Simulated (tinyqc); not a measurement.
Worked calculation (part 1 of 2): RHF in the sto-3g basis, for NH3, spin multiplicity 1. Computed by tinyqc, a small Python program that keeps every step (integrals from PySCF). Settings: charge = 0, multiplicity = 1, basis = sto-3g, energy threshold = 1e-10, iteration cap = 81, orthogonalisation = symmetric, start = Wolfsberg-Helmholz matrix, DIIS depth = 0, method = RHF. Command: `OMP_NUM_THREADS=1 python tinyqc.py 24711 24712 out.jsonl` (the two numbers bound the seeds that draw the settings). One thread of a shared host (Intel(R) Xeon(R) Processor @ 2.60GHz), about 0.08 s of CPU time with the checks. Later iterations appear only in the table of the cycle.

## One-electron integrals

Geometry (angstrom):

| atom | x | y | z |
|---|---|---|---|
| N | 0.000000 | 0.000000 | 0.531000 |
| H | 0.869000 | 0.000000 | 0.000000 |
| H | -0.435000 | 0.753000 | 0.000000 |
| H | -0.435000 | -0.753000 | 0.000000 |

Basis sto-3g: exponents (1/bohr^2) and contraction coefficients of normalised primitives:

| element | l (shell) | exponent | coefficient |
|---|---|---|---|
| N | s (1) | 99.106169 | 0.154329 |
| N | s (1) | 18.052312 | 0.535328 |
| N | s (1) | 4.885660 | 0.444635 |
| N | s (2) | 3.780456 | -0.099967 |
| N | s (2) | 0.878497 | 0.399513 |
| N | s (2) | 0.285714 | 0.700115 |
| N | p (3) | 3.780456 | 0.155916 |
| N | p (3) | 0.878497 | 0.607684 |
| N | p (3) | 0.285714 | 0.391957 |
| H | s (1) | 3.425251 | 0.154329 |
| H | s (1) | 0.623914 | 0.535328 |
| H | s (1) | 0.168855 | 0.444635 |

Overlap, kinetic and nuclear-attraction integrals over the contracted functions; the nuclear repulsion is the sum of Za Zb / Rab.

nuclear repulsion = 11.96250111 hartree

overlap S, lower triangle:
```
           1N 1s     1N 2s     1N 2px     1N 2py     1N 2pz     2H 1s     3H 1s     4H 1s
1N 1s   1.000000
1N 2s   0.235038  1.000000
1N 2px  0.000000  0.000000   1.000000
1N 2py  0.000000  0.000000   0.000000   1.000000
1N 2pz  0.000000  0.000000   0.000000   0.000000   1.000000
2H 1s   0.057539  0.490925   0.373324   0.000000  -0.228119  1.000000
3H 1s   0.057467  0.490598  -0.186702   0.323188  -0.227906  0.254662  1.000000
4H 1s   0.057467  0.490598  -0.186702  -0.323188  -0.227906  0.254662  0.254588  1.000000
```

kinetic energy T (hartree), lower triangle:
```
            1N 1s     1N 2s     1N 2px     1N 2py     1N 2pz     2H 1s     3H 1s     4H 1s
1N 1s   21.990753
1N 2s   -0.128416  0.606994
1N 2px   0.000000  0.000000   1.899358
1N 2py   0.000000  0.000000   0.000000   1.899358
1N 2pz   0.000000  0.000000   0.000000   0.000000   1.899358
2H 1s   -0.006538  0.120358   0.238540   0.000000  -0.145759  0.760032
3H 1s   -0.006566  0.120147  -0.119188   0.206318  -0.145491  0.009152  0.760032
4H 1s   -0.006566  0.120147  -0.119188  -0.206318  -0.145491  0.009152  0.009135  0.760032
```

nuclear attraction V (hartree), lower triangle:
```
             1N 1s      1N 2s     1N 2px     1N 2py     1N 2pz      2H 1s      3H 1s      4H 1s
1N 1s   -47.744288
1N 2s    -5.799211  -8.390082
1N 2px   -0.000005  -0.000024  -8.346468
1N 2py    0.000000   0.000000   0.000000  -8.346323
1N 2pz    0.024443   0.281371   0.000054   0.000000  -8.310678
2H 1s    -1.456463  -3.446947  -2.371927   0.000000   1.544230  -5.460047
3H 1s    -1.454618  -3.444094   1.185993  -2.052977   1.542516  -1.496547  -5.458389
4H 1s    -1.454618  -3.444094   1.185993   2.052977   1.542516  -1.496547  -1.495856  -5.458389
```

core Hamiltonian H = T + V (hartree), lower triangle:
```
             1N 1s      1N 2s     1N 2px     1N 2py     1N 2pz      2H 1s      3H 1s      4H 1s
1N 1s   -25.753535
1N 2s    -5.927628  -7.783088
1N 2px   -0.000005  -0.000024  -6.447110
1N 2py    0.000000   0.000000   0.000000  -6.446965
1N 2pz    0.024443   0.281371   0.000054   0.000000  -6.411320
2H 1s    -1.463001  -3.326589  -2.133387   0.000000   1.398471  -4.700015
3H 1s    -1.461184  -3.323947   1.066805  -1.846658   1.397025  -1.487395  -4.698358
4H 1s    -1.461184  -3.323947   1.066805   1.846658   1.397025  -1.487395  -1.486721  -4.698358
```

## Two-electron integrals

Functions are numbered as in S; the eight-fold symmetry (ij|kl) = (ji|kl) = (kl|ij) leaves the list below.

Two-electron integrals (ij|kl) in chemists' order, unique and non-zero (hartree):
```
(11|11) 4.166630    (21|11) 0.640849    (21|21) 0.117461    (22|11) 0.969864
(22|21) 0.220936    (22|22) 0.708245    (31|31) 0.020960    (32|31) 0.032452
(32|32) 0.156449    (33|11) 0.967124    (33|21) 0.220977    (33|22) 0.708086
(33|33) 0.762805    (41|41) 0.020960    (42|41) 0.032452    (42|42) 0.156449
(43|43) 0.041119    (44|11) 0.967124    (44|21) 0.220977    (44|22) 0.708086
(44|33) 0.680568    (44|44) 0.762805    (51|51) 0.020960    (52|51) 0.032452
(52|52) 0.156449    (53|53) 0.041119    (54|54) 0.041119    (55|11) 0.967124
(55|21) 0.220977    (55|22) 0.708086    (55|33) 0.680568    (55|44) 0.680568
(55|55) 0.762805    (61|11) 0.159101    (61|21) 0.028922    (61|22) 0.054065
(61|31) 0.001299    (61|32) 0.002429    (61|33) 0.054231    (61|44) 0.053930
(61|51) -0.000794   (61|52) -0.001484   (61|53) -0.000184   (61|55) 0.054042
(61|61) 0.007242    (62|11) 0.370360    (62|21) 0.085337    (62|22) 0.300045
(62|31) 0.006090    (62|32) 0.045352    (62|33) 0.306935    (62|44) 0.294059
(62|51) -0.003721   (62|52) -0.027712   (62|53) -0.007868   (62|55) 0.298866
(62|61) 0.021577    (62|62) 0.158978    (63|11) 0.243171    (63|21) 0.056759
(63|22) 0.212462    (63|31) 0.012450    (63|32) 0.081001    (63|33) 0.229480
(63|44) 0.202206    (63|51) -0.002173   (63|52) -0.018498   (63|53) -0.011006
(63|55) 0.205473    (63|61) 0.015019    (63|62) 0.135257    (63|63) 0.134926
(64|41) 0.008894    (64|42) 0.050728    (64|43) 0.009263    (64|54) -0.005660
(64|64) 0.021598    (65|11) -0.148589   (65|21) -0.034683   (65|22) -0.129824
(65|31) -0.002173   (65|32) -0.018498   (65|33) -0.128903   (65|44) -0.123558
(65|51) 0.010222    (65|52) 0.062031    (65|53) 0.012529    (65|55) -0.136874
(65|61) -0.009178   (65|62) -0.082648   (65|63) -0.069249   (65|65) 0.063912
(66|11) 0.504025    (66|21) 0.118007    (66|22) 0.472277    (66|31) 0.011139
(66|32) 0.111401    (66|33) 0.498369    (66|44) 0.449901    (66|51) -0.006807
(66|52) -0.068071   (66|53) -0.029616   (66|55) 0.467998    (66|61) 0.030208
(66|62) 0.309829    (66|63) 0.295986    (66|65) -0.180861   (66|66) 0.774606
(71|11) 0.158901    (71|21) 0.028886    (71|22) 0.053998    (71|31) -0.000649
(71|32) -0.001214   (71|33) 0.053938    (71|41) 0.001123    (71|42) 0.002101
(71|43) -0.000130   (71|44) 0.054088    (71|51) -0.000792   (71|52) -0.001482
(71|53) 0.000092    (71|54) -0.000159   (71|55) 0.053975    (71|61) 0.007103
(71|62) 0.020785    (71|63) 0.013475    (71|64) 0.000578    (71|65) -0.008846
(71|66) 0.028699    (71|71) 0.007224    (72|11) 0.370042    (72|21) 0.085265
(72|22) 0.299808    (72|31) -0.003044   (72|32) -0.022676   (72|33) 0.297046
(72|41) 0.005270    (72|42) 0.039253    (72|43) -0.005576   (72|44) 0.303478
(72|51) -0.003716   (72|52) -0.027680   (72|53) 0.003932    (72|54) -0.006807
(72|55) 0.298625    (72|61) 0.020793    (72|62) 0.128014    (72|63) 0.083066
(72|64) 0.013385    (72|65) -0.064921   (72|66) 0.206158    (72|71) 0.021532
(72|72) 0.158751    (73|11) -0.121585   (73|21) -0.028380   (73|22) -0.106237
(73|31) 0.009774    (73|32) 0.058255    (73|33) -0.111466   (73|41) -0.001540
(73|42) -0.013111   (73|43) 0.009912    (73|44) -0.104391   (73|51) 0.001086
(73|52) 0.009246    (73|53) -0.006990   (73|54) 0.002314    (73|55) -0.102741
(73|61) -0.006245   (73|62) -0.029987   (73|63) -0.003224   (73|64) -0.002405
(73|65) 0.014779    (73|66) -0.033642   (73|71) -0.007500   (73|72) -0.067589
(73|73) 0.049901    (74|11) 0.210467    (74|21) 0.049126    (74|22) 0.183900
(74|31) -0.001540   (74|32) -0.013111   (74|33) 0.176919    (74|41) 0.011550
(74|42) 0.073377    (74|43) -0.007912   (74|44) 0.196736    (74|51) -0.001879
(74|52) -0.016005   (74|53) 0.002314    (74|54) -0.009659   (74|55) 0.177848
(74|61) 0.011967    (74|62) 0.078654    (74|63) 0.050495    (74|64) 0.024565
(74|65) -0.039075   (74|66) 0.126563    (74|71) 0.012983    (74|72) 0.116999
(74|73) -0.049056   (74|74) 0.106480    (75|11) -0.148417   (75|21) -0.034643
(75|22) -0.129683   (75|31) 0.001086    (75|32) 0.009246    (75|33) -0.124760
(75|41) -0.001879   (75|42) -0.016005   (75|43) 0.002314    (75|44) -0.127429
(75|51) 0.010210    (75|52) 0.061967    (75|53) -0.006263   (75|54) 0.010841
(75|55) -0.136721   (75|61) -0.008847   (75|62) -0.064907   (75|63) -0.041198
(75|64) -0.006750   (75|65) 0.049114    (75|66) -0.113369   (75|71) -0.009155
(75|72) -0.082505   (75|73) 0.034593    (75|74) -0.059882   (75|75) 0.063790
(76|11) 0.151906    (76|21) 0.035290    (76|22) 0.133225    (76|31) 0.000983
(76|32) 0.008440    (76|33) 0.132189    (76|41) 0.001705    (76|42) 0.014638
(76|43) 0.000415    (76|44) 0.132672    (76|51) -0.002405   (76|52) -0.020647
(76|53) -0.002184   (76|54) -0.003787   (76|55) 0.134675    (76|61) 0.008837
(76|62) 0.069459    (76|63) 0.054275    (76|64) 0.006471    (76|65) -0.040012
(76|66) 0.136321    (76|71) 0.008826    (76|72) 0.069415    (76|73) -0.021550
(76|74) 0.050224    (76|75) -0.039978   (76|76) 0.036763    (77|11) 0.503797
(77|21) 0.117954    (77|22) 0.472112    (77|31) -0.005569   (77|32) -0.055713
(77|33) 0.461872    (77|41) 0.009641    (77|42) 0.096442    (77|43) -0.020994
(77|44) 0.486085    (77|51) -0.006798   (77|52) -0.068009   (77|53) 0.014804
(77|54) -0.025627   (77|55) 0.467816    (77|61) 0.028722    (77|62) 0.206250
(77|63) 0.126410    (77|64) 0.034204    (77|65) -0.113436   (77|66) 0.344608
(77|71) 0.030156    (77|72) 0.309571    (77|73) -0.147992   (77|74) 0.256180
(77|75) -0.180652   (77|76) 0.136321    (77|77) 0.774606    (81|11) 0.158901
(81|21) 0.028886    (81|22) 0.053998    (81|31) -0.000649   (81|32) -0.001214
(81|33) 0.053938    (81|41) -0.001123   (81|42) -0.002101   (81|43) 0.000130
(81|44) 0.054088    (81|51) -0.000792   (81|52) -0.001482   (81|53) 0.000092
(81|54) 0.000159    (81|55) 0.053975    (81|61) 0.007103    (81|62) 0.020785
(81|63) 0.013475    (81|64) -0.000578   (81|65) -0.008846   (81|66) 0.028699
(81|71) 0.007094    (81|72) 0.020767    (81|73) -0.007239   (81|74) 0.011375
(81|75) -0.008836   (81|76) 0.008580    (81|77) 0.028687    (81|81) 0.007224
(82|11) 0.370042    (82|21) 0.085265    (82|22) 0.299808    (82|31) -0.003044
(82|32) -0.022676   (82|33) 0.297046    (82|41) -0.005270   (82|42) -0.039253
(82|43) 0.005576    (82|44) 0.303478    (82|51) -0.003716   (82|52) -0.027680
(82|53) 0.003932    (82|54) 0.006807    (82|55) 0.298625    (82|61) 0.020793
(82|62) 0.128014    (82|63) 0.083066    (82|64) -0.013385   (82|65) -0.064921
(82|66) 0.206158    (82|71) 0.020767    (82|72) 0.127920    (82|73) -0.053131
(82|74) 0.065222    (82|75) -0.064857   (82|76) 0.057557    (82|77) 0.206110
(82|81) 0.021532    (82|82) 0.158751    (83|11) -0.121585   (83|21) -0.028380
(83|22) -0.106237   (83|31) 0.009774    (83|32) 0.058255    (83|33) -0.111466
(83|41) 0.001540    (83|42) 0.013111    (83|43) -0.009912   (83|44) -0.104391
(83|51) 0.001086    (83|52) 0.009246    (83|53) -0.006990   (83|54) -0.002314
(83|55) -0.102741   (83|61) -0.006245   (83|62) -0.029987   (83|63) -0.003224
(83|64) 0.002405    (83|65) 0.014779    (83|66) -0.033642   (83|71) -0.007239
(83|72) -0.053131   (83|73) 0.038449    (83|74) -0.026453   (83|75) 0.026447
(83|76) -0.017610   (83|77) -0.092843   (83|81) -0.007500   (83|82) -0.067589
(83|83) 0.049901    (84|11) -0.210467   (84|21) -0.049126   (84|22) -0.183900
(84|31) 0.001540    (84|32) 0.013111    (84|33) -0.176919   (84|41) 0.011550
(84|42) 0.073377    (84|43) -0.007912   (84|44) -0.196736   (84|51) 0.001879
(84|52) 0.016005    (84|53) -0.002314   (84|54) -0.009659   (84|55) -0.177848
(84|61) -0.011967   (84|62) -0.078654   (84|63) -0.050495   (84|64) 0.024565
(84|65) 0.039075    (84|66) -0.126563   (84|71) -0.011375   (84|72) -0.065222
(84|73) 0.026453    (84|74) -0.017090   (84|75) 0.032291    (84|76) -0.030473
(84|77) -0.092356   (84|81) -0.012983   (84|82) -0.116999   (84|83) 0.049056
(84|84) 0.106480    (85|11) -0.148417   (85|21) -0.034643   (85|22) -0.129683
(85|31) 0.001086    (85|32) 0.009246    (85|33) -0.124760   (85|41) 0.001879
(85|42) 0.016005    (85|43) -0.002314   (85|44) -0.127429   (85|51) 0.010210
(85|52) 0.061967    (85|53) -0.006263   (85|54) -0.010841   (85|55) -0.136721
(85|61) -0.008847   (85|62) -0.064907   (85|63) -0.041198   (85|64) 0.006750
(85|65) 0.049114    (85|66) -0.113369   (85|71) -0.008836   (85|72) -0.064857
(85|73) 0.026447    (85|74) -0.032291   (85|75) 0.049067    (85|76) -0.032315
(85|77) -0.113333   (85|81) -0.009155   (85|82) -0.082505   (85|83) 0.034593
(85|84) 0.059882    (85|85) 0.063790    (86|11) 0.151906    (86|21) 0.035290
(86|22) 0.133225    (86|31) 0.000983    (86|32) 0.008440    (86|33) 0.132189
(86|41) -0.001705   (86|42) -0.014638   (86|43) -0.000415   (86|44) 0.132672
(86|51) -0.002405   (86|52) -0.020647   (86|53) -0.002184   (86|54) 0.003787
(86|55) 0.134675    (86|61) 0.008837    (86|62) 0.069459    (86|63) 0.054275
(86|64) -0.006471   (86|65) -0.040012   (86|66) 0.136321    (86|71) 0.008580
(86|72) 0.057557    (86|73) -0.017610   (86|74) 0.030473    (86|75) -0.032315
(86|76) 0.030979    (86|77) 0.095253    (86|81) 0.008826    (86|82) 0.069415
(86|83) -0.021550   (86|84) -0.050224   (86|85) -0.039978   (86|86) 0.036763
(87|11) 0.151828    (87|21) 0.035272    (87|22) 0.133166    (87|31) -0.001968
(87|32) -0.016903   (87|33) 0.132857    (87|44) 0.131890    (87|51) -0.002403
(87|52) -0.020633   (87|53) 0.004372    (87|55) 0.134612    (87|61) 0.008586
(87|62) 0.057574    (87|63) 0.035183    (87|65) -0.032331   (87|66) 0.095234
(87|71) 0.008822    (87|72) 0.069388    (87|73) -0.032736   (87|74) 0.043740
(87|75) -0.039960   (87|76) 0.030971    (87|77) 0.136273    (87|81) 0.008822
(87|82) 0.069388    (87|83) -0.032736   (87|84) -0.043740   (87|85) -0.039960
(87|86) 0.030971    (87|87) 0.036740    (88|11) 0.503797    (88|21) 0.117954
(88|22) 0.472112    (88|31) -0.005569   (88|32) -0.055713   (88|33) 0.461872
(88|41) -0.009641   (88|42) -0.096442   (88|43) 0.020994    (88|44) 0.486085
(88|51) -0.006798   (88|52) -0.068009   (88|53) 0.014804    (88|54) 0.025627
(88|55) 0.467816    (88|61) 0.028722    (88|62) 0.206250    (88|63) 0.126410
(88|64) -0.034204   (88|65) -0.113436   (88|66) 0.344608    (88|71) 0.028687
(88|72) 0.206110    (88|73) -0.092843   (88|74) 0.092356    (88|75) -0.113333
(88|76) 0.095253    (88|77) 0.344566    (88|81) 0.030156    (88|82) 0.309571
(88|83) -0.147992   (88|84) -0.256180   (88|85) -0.180652   (88|86) 0.136321
(88|87) 0.136273    (88|88) 0.774606
```

## Orthogonalisation

S = U s U^T; symmetric (Loewdin) form X = U s^(-1/2) U^T, so that X^T S X = 1.

eigenvalues of S: 0.266505  0.397996  0.398253  0.894117  1.087973  1.347158  1.347317  2.260680

X, lower triangle:
```
            1N 1s      1N 2s     1N 2px     1N 2py    1N 2pz      2H 1s      3H 1s     4H 1s
1N 1s    1.025129
1N 2s   -0.154839   1.395055
1N 2px  -0.000003   0.000115   1.126253
1N 2py   0.000000   0.000000   0.000000   1.126093
1N 2pz   0.015004  -0.170105  -0.000067   0.000000  1.077486
2H 1s    0.022445  -0.312884  -0.284605   0.000000  0.142997   1.254024
3H 1s    0.022435  -0.312455   0.142261  -0.246258  0.142752  -0.066493   1.253604
4H 1s    0.022435  -0.312455   0.142261   0.246258  0.142752  -0.066493  -0.066476  1.253604
```

## Starting guess

The start is the generalised Wolfsberg-Helmholz matrix (K = 1.75) built on H; D = 2 C_occ C_occ^T.

D at the start, lower triangle:
```
            1N 1s      1N 2s     1N 2px     1N 2py     1N 2pz     2H 1s     3H 1s     4H 1s
1N 1s    2.047138
1N 2s   -0.171183   0.895859
1N 2px   0.000014  -0.000112   1.252371
1N 2py   0.000000   0.000000   0.000000   1.252818
1N 2pz  -0.134885   0.477855   0.000163   0.000000   1.815940
2H 1s   -0.122794   0.259446   0.482090   0.000000  -0.079669  0.294347
3H 1s   -0.122674   0.259235  -0.241191   0.417516  -0.079465  0.015780  0.294072
4H 1s   -0.122674   0.259235  -0.241191  -0.417516  -0.079465  0.015780  0.015787  0.294072
```

## Iteration 1: building the Fock matrix

J_ij = sum D_kl (ij|kl), K_ij = sum D_kl (ik|jl); F = H + J - 0.5 K; E = tr D H + tr D J / 2 - 0.25 tr D K + E_nn.

Coulomb J (hartree), lower triangle:
```
            1N 1s      1N 2s     1N 2px     1N 2py     1N 2pz     2H 1s     3H 1s     4H 1s
1N 1s   15.050186
1N 2s    2.824046   7.136499
1N 2px   0.000003   0.000015   7.125177
1N 2py   0.000000   0.000000   0.000000   7.125145
1N 2pz   0.002774  -0.046280  -0.000011   0.000000   7.138829
2H 1s    0.695522   3.010728   2.119127   0.000000  -1.316050  4.778287
3H 1s    0.694650   3.008322  -1.059611   1.834225  -1.314608  1.338721  4.776648
4H 1s    0.694650   3.008322  -1.059611  -1.834225  -1.314608  1.338721  1.338125  4.776648
```

exchange K (hartree), lower triangle:
```
            1N 1s     1N 2s     1N 2px     1N 2py     1N 2pz     2H 1s     3H 1s     4H 1s
1N 1s    8.445166
1N 2s    1.459935  2.175777
1N 2px  -0.000004  0.000038   1.767438
1N 2py   0.000000  0.000000   0.000000   1.767425
1N 2pz  -0.012988  0.067431  -0.000003   0.000000   1.911569
2H 1s    0.370531  1.045986   0.723988   0.000000  -0.399628  1.151000
3H 1s    0.370075  1.045216  -0.362062   0.626748  -0.399181  0.471681  1.150007
4H 1s    0.370075  1.045216  -0.362062  -0.626748  -0.399181  0.471681  0.471455  1.150007
```

Fock matrix F (hartree), lower triangle:
```
             1N 1s      1N 2s     1N 2px     1N 2py     1N 2pz      2H 1s      3H 1s      4H 1s
1N 1s   -14.925931
1N 2s    -3.833550  -1.734477
1N 2px   -0.000001  -0.000028  -0.205653
1N 2py    0.000000   0.000000   0.000000  -0.205532
1N 2pz    0.033711   0.201375   0.000045   0.000000  -0.228276
2H 1s    -0.952744  -0.838855  -0.376254   0.000000   0.282235  -0.497228
3H 1s    -0.951572  -0.838234   0.188226  -0.325808   0.282007  -0.384515  -0.496713
4H 1s    -0.951572  -0.838234   0.188226   0.325808   0.282007  -0.384515  -0.384323  -0.496713
```

total energy of this density = -55.16817569 hartree

## Iteration 1: diagonalisation and new density

Diagonalise F' = X^T F X, C = X C', fill 5 alpha and 5 beta electrons from the bottom; D = 2 C_occ C_occ^T. Each column has its largest component positive (the first on a tie).

F' = X^T F X (hartree), lower triangle:
```
            1          2          3          4          5          6          7         8
1  -14.625301
2   -2.082264  -0.541412
3    0.000018   0.000117   0.087316
4    0.000000   0.000000   0.000000   0.087135
5    0.057791  -0.084725  -0.000066   0.000000  -0.078738
6   -0.143088  -0.461727  -0.497140   0.000000   0.230896   0.089797
7   -0.142712  -0.461209   0.248596  -0.430308   0.230553  -0.113403   0.089532
8   -0.142712  -0.461209   0.248596   0.430308   0.230553  -0.113403  -0.113342  0.089532
```

orbital energies (hartree): MO1 -14.935657, MO2 -0.991252, MO3 -0.466414, MO4 -0.466288, MO5 -0.188589, MO6 0.732898, MO7 0.756297, MO8 0.756868

coefficients C:
```
              MO1        MO2        MO3        MO4        MO5        MO6        MO7        MO8
1N 1s    0.992595  -0.197333  -0.000002   0.000000  -0.122201  -0.193585   0.000000  -0.002833
1N 2s    0.035720   0.606518  -0.000081   0.000000   0.561360   1.267920   0.000000   0.018875
1N 2px   0.000002   0.000003   0.598734   0.000000   0.000127  -0.014781   0.000000   1.015491
1N 2py   0.000000   0.000000   0.000000   0.598794   0.000000   0.000000   1.015291   0.000000
1N 2pz  -0.007648  -0.197313  -0.000115   0.000000   0.837186  -0.715091   0.000000  -0.010690
2H 1s   -0.007672   0.208420   0.514708   0.000000  -0.105538  -0.680741   0.000000  -0.999148
3H 1s   -0.007664   0.208263  -0.257494   0.445834  -0.105539  -0.701708  -0.856259   0.484290
4H 1s   -0.007664   0.208263  -0.257494  -0.445834  -0.105539  -0.701708   0.856259   0.484290
```

D after iteration 1, lower triangle:
```
            1N 1s     1N 2s     1N 2px     1N 2py     1N 2pz      2H 1s      3H 1s     4H 1s
1N 1s    2.078236
1N 2s   -0.305659  1.368530
1N 2px  -0.000030  0.000050   0.716964
1N 2py   0.000000  0.000000   0.000000   0.717109
1N 2pz  -0.141921  0.700032   0.000074   0.000000   1.479744
2H 1s   -0.071696  0.133699   0.616320   0.000000  -0.258959   0.639121
3H 1s   -0.071615  0.133634  -0.308367   0.533926  -0.258720  -0.155862   0.639284
4H 1s   -0.071615  0.133634  -0.308367  -0.533926  -0.258720  -0.155862  -0.155789  0.639284
```
